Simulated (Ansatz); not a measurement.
Coupled-cluster run, C₂Cl₃N, SMILES `N#CC(Cl)(Cl)Cl`.

```yaml
crystal:
  periodic: [false, false, false]
  atoms:
    - {symbol: N, position_ang: [1.287027, -1.465109, 1.041867]}
    - {symbol: C, position_ang: [0.618542, -0.703800, 0.500926]}
    - {symbol: C, position_ang: [-0.228856, 0.260503, -0.185260]}
    - {symbol: Cl, position_ang: [-1.579377, -0.601025, -0.930918]}
    - {symbol: Cl, position_ang: [0.730893, 1.079314, -1.422498]}
    - {symbol: Cl, position_ang: [-0.828229, 1.430107, 0.995892]}
basis:
  gaussian: {orbitals: def2-SVP}
correlation: {method: ccsd_t}
```

```sh
$ ansatz run in.yaml --threads 2 --pin off --events-out ev --progress --plain --max-ram 22528MiB --backend cpu
```

Output of Ansatz, abridged:

```
Functional definition: HF
916 factors; integrals over basis functions are off by at most 8.6e-4 eV
mean field evaluation 1: about -41030.3566 eV, gradient 4.7e1 eV
mean field evaluation 2: about -41031.1734 eV, gradient 4.7e1 eV
mean field evaluation 4: about -41036.8751 eV, gradient 4.0e0 eV
mean field evaluation 8: about -41036.9792 eV, gradient 5.3e-1 eV
mean field -41036.98045432 eV, -1508.0812158317 hartree, gradient 5.0e-6 eV, S^2 0.000000; 0 other end points of the search recorded, 0 dependent functions left out
18 core orbitals not correlated: weight in the atoms' cores, before any rotation towards them, 1.000 or more for the frozen orbitals, at most 0.000 for the correlated occupied ones
reference -41036.98045432 eV, -1508.0812158317 hartree; 17, 17 occupied and 61, 61 virtual orbitals, 916 factors
second order -22.35575424 eV of doubles, -0.00000000 eV of singles
cycle   1  -22.50819726 eV  change   -1.5e-1 eV  update   1.2e-1
cycle   2  -23.13214369 eV  change   -6.2e-1 eV  update   3.6e-2
cycle   3  -23.27364265 eV  change   -1.4e-1 eV  update   1.6e-2
cycle   4  -23.27510687 eV  change   -1.5e-3 eV  update   4.4e-3
cycle   5  -23.28032977 eV  change   -5.2e-3 eV  update   1.9e-3
cycle   6  -23.28038580 eV  change   -5.6e-5 eV  update   4.3e-4
cycle   7  -23.28026332 eV  change    1.2e-4 eV  update   1.5e-4
cycle   8  -23.28027820 eV  change   -1.5e-5 eV  update   4.9e-5
cycle   9  -23.28026304 eV  change    1.5e-5 eV  update   2.0e-5
perturbative correction -0.81431383 eV, -0.0299254812 hartree
Total energy: -41061.07503119 eV, -1508.9666751999 hartree
```

Hardware: 2 threads of an AMD EPYC 7R13 on a shared host. Wall time 4.4 s, peak host memory 0.43 GiB.

The correlation energy is -24.095 eV, 3.4 % of it from (T); the T1 diagnostic reads 0.0110.
